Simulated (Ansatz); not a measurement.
# Al2O: the cost of one run

The runs use Ansatz 0.2.0, Gaussian basis; def2-QZVPP, core rule «outside noble gas», up to 11 orbitals frozen.

To be run: UHF; ROHF; CCSD(T) on UHF.

2 further runs of the same task are left out: 2 set aside as unsound or not needed.

## Step 1: What is computed

The geometry is a PBE0/def2-TZVP stationary point (not a proven minimum) of the parent state, kept for this charge and spin.

3 atoms, charge 1, spin multiplicity 2.

Atoms are counted from 1 here; the program's logs count them from 0.

Bond lengths: Al1–Al2 2.555 Å, Al2–O3 1.606 Å. Angles: Al1–Al2–O3 180.0°.

## Step 2: UHF

The input, in.yaml:

```yaml
crystal:
  periodic: [false, false, false]
  atoms:
    - {symbol: Al, position_ang: [0.000000, 0.000000, 2.238600]}
    - {symbol: Al, position_ang: [0.000000, 0.000000, -0.316100]}
    - {symbol: O, position_ang: [0.000000, 0.000000, -1.922500]}
basis:
  gaussian: {orbitals: "def2-QZVPP.json"}
total_charge: 1
magnetization: {spin_polarized: true, initial_magnetization: 1}
hamiltonian: {xc: hf}
output: {orbitals: {seedname: orbitals}}
```

On the command line:

```
$ ansatz run in.yaml --threads 1 --pin off --events-out ev --progress --plain --max-ram 2393MiB
```

Q: Estimate wall time and peak memory on 1 thread of Arm Neoverse V2, shared host.

About 73 s, with a peak of 0.54 GiB.
